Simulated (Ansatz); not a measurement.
Ansatz (a quantum-chemistry and plane-wave program) input (CCSD(T)/cc-pVTZ):

Ansatz 0.2 input:
```yaml
crystal:
  periodic: [false, false, false]
  atoms:
    - {symbol: O, position_ang: [-0.02110053, 1.07219571, -0.07455918]}
    - {symbol: H, position_ang: [-0.94565317, 1.39081582, 0.04769402]}
    - {symbol: Cl, position_ang: [0.03136922, -0.67222547, -0.00316626]}
    - {symbol: H, position_ang: [0.58118065, 1.45945141, 0.60260595]}
basis:
  gaussian:
    orbitals: cc-pVTZ
total_charge: 1
magnetization: {spin_polarized: false}
correlation: {method: ccsd_t, electrons: outside_noble_gas}
```

Output:

```
Functional definition: HF
integrals: 0.08 GiB planned
545 factors; integrals over basis functions are off by at most 9.3e-4 eV
mean field: 0.16 GiB planned
mean field evaluation 1: about -14560.8490 eV, gradient 3.7e1 eV
mean field evaluation 2: about -14560.8536 eV, gradient 3.7e1 eV
mean field evaluation 4: about -14562.9689 eV, gradient 3.1e0 eV
mean field evaluation 8: about -14562.9939 eV, gradient 3.0e-4 eV
mean field evaluation 16: about -14562.9888 eV, gradient 1.9e-1 eV
mean field evaluation 32: about -14553.8594 eV, gradient 9.5e-4 eV
mean field -14562.99386980 eV, -535.1801535635 hartree, gradient 9.0e-6 eV, S^2 0.000000; 0 other end points of the search recorded, 0 dependent functions left out
6 core orbitals not correlated
reference -14562.99386980 eV, -535.1801535635 hartree; 7, 7 occupied and 79, 79 virtual orbitals, 545 factors
second order -11.77555800 eV of doubles, -0.00000000 eV of singles
coupled cluster: 0.19 GiB planned
cycle   1  -12.06918100 eV  change   -2.9e-1 eV  update   6.8e-2
cycle   2  -12.37600166 eV  change   -3.1e-1 eV  update   2.2e-2
cycle   3  -12.43668716 eV  change   -6.1e-2 eV  update   1.0e-2
cycle   4  -12.42976490 eV  change    6.9e-3 eV  update   2.6e-3
cycle   5  -12.43115871 eV  change   -1.4e-3 eV  update   1.4e-3
cycle   6  -12.43114050 eV  change    1.8e-5 eV  update   6.0e-4
cycle   7  -12.43101203 eV  change    1.3e-4 eV  update   3.0e-4
cycle   8  -12.43111977 eV  change   -1.1e-4 eV  update   1.5e-4
cycle   9  -12.43108854 eV  change    3.1e-5 eV  update   7.1e-5
cycle  10  -12.43108529 eV  change    3.3e-6 eV  update   2.8e-5
cycle  11  -12.43111103 eV  change   -2.6e-5 eV  update   1.1e-5
cycle  12  -12.43110395 eV  change    7.1e-6 eV  update   4.3e-6
perturbative correction -0.45981190 eV, -0.0168977756 hartree
Total energy: -14575.88478565 eV, -535.6538859832 hartree
```

It need not be the lowest isomer of its formula.
